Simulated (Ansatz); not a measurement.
# Worked example: building the atomization energy of C$_{2}$H$_{3}$O, doublet

Measured: the G2/97 heats of formation, with zero-point and thermal terms from B3LYP taken off, give an electronic atomization energy of 581.4 kcal/mol (Curtiss et al., J. Chem. Phys. 106, 1063 (1997); Staroverov et al., J. Chem. Phys. 119, 12129 (2003)). The calculation below tries to reproduce it.

Geometry (MP2(full)/6-31G*, from the G2/97 set):

```xyz
6

C    -1.0631   -0.7108    0.0000
C    -0.0848    0.4433    0.0000
H    -0.5404   -1.6708    0.0000
H    -1.7024   -0.6262    0.8811
H    -1.7024   -0.6262   -0.8811
O     1.1103    0.3850    0.0000
```

Atomization energies (atoms less molecule, kcal/mol) from Ansatz 0.2.0, frozen cores, unrestricted molecule, unrestricted atoms, sets cc-pVDZ, cc-pVTZ, cc-pVQZ:

```json
{"level": "HF", "DZ": "405.64", "TZ": "413.92", "QZ": "415.09"}
{"level": "CCSD(T)", "DZ": "537.59", "TZ": "565.30", "QZ": "574.13"}
{"level": "CCSDT", "DZ": "537.72", "TZ": "–", "QZ": "–"}
{"level": "CCSDT(Q)", "DZ": "538.54", "TZ": "–", "QZ": "–"}
```

Problem. Extrapolate Hartree–Fock with exp(−5.46 √X) and the CCSD(T) correlation part with X⁻³ (X = 3, 4), add each higher step from the largest set that has it, and compare with the measured value.

Solution. Hartree–Fock: 415.09 + (415.09 − 413.92) × 0.301 = 415.44.
Correlation: TZ 151.38, QZ 159.04; (64 × 159.04 − 27 × 151.38) / 37 = 164.63.
Full triples (DZ): 537.72 − 537.59 = 0.13.
(Q) (DZ): 538.54 − 537.72 = 0.82.
Sum: 581.0 kcal/mol, 0.4 below the measured 581.4.

The steps beyond CCSD(T) add 0.95 kcal/mol, while going from QZ to the limit adds 5.94. Core correlation, scalar relativity, spin–orbit terms and the relaxation from this MP2 geometry are missing from the sum, and the measured value has its own uncertainty.
